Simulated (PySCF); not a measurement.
Isobutyric acid, C4H8O2.
Cartesian coordinates in Å at the PBE0-D3(BJ)/def2-SVP level; atoms count from 1:
```xyz
14
C4H8O2 angstrom
C     -1.202    0.334    0.415
C      0.134   -0.095   -0.166
C      0.378   -1.600   -0.032
C      1.269    0.676    0.470
O      1.174    1.419    1.412
O      2.441    0.439   -0.139
H     -2.026   -0.201   -0.080
H     -1.365    1.414    0.292
H     -1.243    0.118    1.493
H      0.172    0.155   -1.242
H      1.344   -1.890   -0.468
H     -0.417   -2.161   -0.546
H      0.372   -1.902    1.027
H      3.107    0.954    0.341
```

Computed with core-valence-separated Tamm–Dancoff BHandHLYP/aug-pcX-1 (pcseg-1 on H) in PySCF, non-relativistic, gas phase, PBE0-D3(BJ)/def2-SVP geometry. BHandHLYP without relativity tends to put these K edges a few eV too low, so spacings mean more than positions.

The lowest roots of each edge with f over 0.003 (five at most, numbered afresh; weaker and dark ones are left out), with transition dipoles (au) in the frame of the coordinates:

| root | edge | E (eV) | f | μx | μy | μz |
| --- | --- | --- | --- | --- | --- | --- |
| 1 | C | 285.02 | 0.0885 | 0.0192 | -0.0862 | 0.0698 |
| 2 | C | 285.41 | 0.0100 | 0.0379 | -0.0006 | -0.0002 |
| 3 | C | 285.54 | 0.0058 | 0.0092 | 0.0273 | 0.0002 |
| 4 | C | 285.72 | 0.0067 | -0.0007 | 0.0130 | -0.0281 |
| 5 | C | 286.08 | 0.0238 | -0.0373 | 0.0413 | -0.0173 |
| 6 | O | 529.53 | 0.0454 | -0.0097 | 0.0453 | -0.0368 |
| 7 | O | 533.27 | 0.0240 | 0.0343 | 0.0151 | 0.0208 |
| 8 | O | 533.29 | 0.0192 | 0.0003 | 0.0326 | -0.0201 |
| 9 | O | 534.11 | 0.0032 | 0.0149 | 0.0035 | 0.0034 |
| 10 | O | 535.51 | 0.0078 | -0.0179 | -0.0075 | -0.0148 |

Question: Molecules are fixed in this frame and the field points along (1, 0, −1)/√2. What effective strengths 3 f cos²θ do the roots have (θ between field and μ)?

Answer: root 1 (C4): 0.027, root 2 (C1): 0.015, root 3 (C3): 0.001, root 4 (C2): 0.008, root 5 (C3): 0.004, root 6 (O5): 0.014, root 7 (O6): 0.004, root 8 (O6): 0.008, root 9 (O5): 0.003, root 10 (O6): 0.000. Root 1 is the strongest. Averaged over all orientations cos²θ is 1/3, which gives f back.

The run took 19 s of wall time on Intel Xeon Platinum 8488C, one thread, on a shared host, and the process peaked at 0.96 GiB of memory.

One conformer stands for the species.
